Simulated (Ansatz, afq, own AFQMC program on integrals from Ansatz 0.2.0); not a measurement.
F, doublet → F⁺, triplet, worked out

A free F atom.

Both states at this geometry.

Basis cc-pVQZ. Noble-gas cores (and the filled d shells of Ga–Kr and In–Xe) are frozen. AFQMC by an in-house program on the Cholesky factors that Ansatz 0.2.0 writes for its CCSD(T) run. ph-AFQMC/CISD is guided by a CISD state made of CCSD amplitudes; releasing the constraint for a short imaginary time cuts its bias at the price of noise, slowly where states lie close. Uncertainties: one standard error, sampling alone.

Total energies in eV. CBS is CCSD(T) at the limit of def2-TZVPP/QZVPP (extrapolated itself); the highest rung of each member is named.

Cautions: F⁺ (triplet): full CI with its own frozen core.

| member | count | CCSD(T)/cc-pVQZ | highest rung in cc-pVQZ | which | CCSD(T)/CBS |
| --- | --- | --- | --- | --- | --- |
| F⁺, triplet | +1 | -2694.3227 | -2694.3236 | FCI | -2694.6852 |
| F, doublet | -1 | -2711.6217 | -2711.6294 | CCSDT(Q) | -2712.1062 |

Task: Work out the best estimate of the vertical ionization energy: the CCSD(T)/CBS difference plus the step from CCSD(T) to the highest rung.

Result: Sums with the counts: CCSD(T)/CBS 17.4210 eV, highest rung 17.3058 eV, CCSD(T)/cc-pVQZ 17.2990 eV. The step is 17.3058 − 17.2990 = 0.0068 eV, so the best estimate is 17.4210 + (0.0068) = 17.4278 eV. The basis set is worth 0.122 eV of it. Zero-point, core-correlation and spin–orbit terms aren't in it.

Best estimates are given only where the step beyond CCSD(T) is under 0.3 eV and no member's determinant is very poor (T1 over 0.05, or 0.07 for open shells, ⟨S²⟩ too high by 0.3, two states mixed), so the hardest cases are missing from such tables.

CCSDT and higher add their correlation energy to the determinant of the CCSD(T) run, since their own runs factorise the integrals more tightly (a shift of under 2 meV). Each member of a difference takes its own highest rung, so a best estimate needn't equal the limit plus the step of one row.
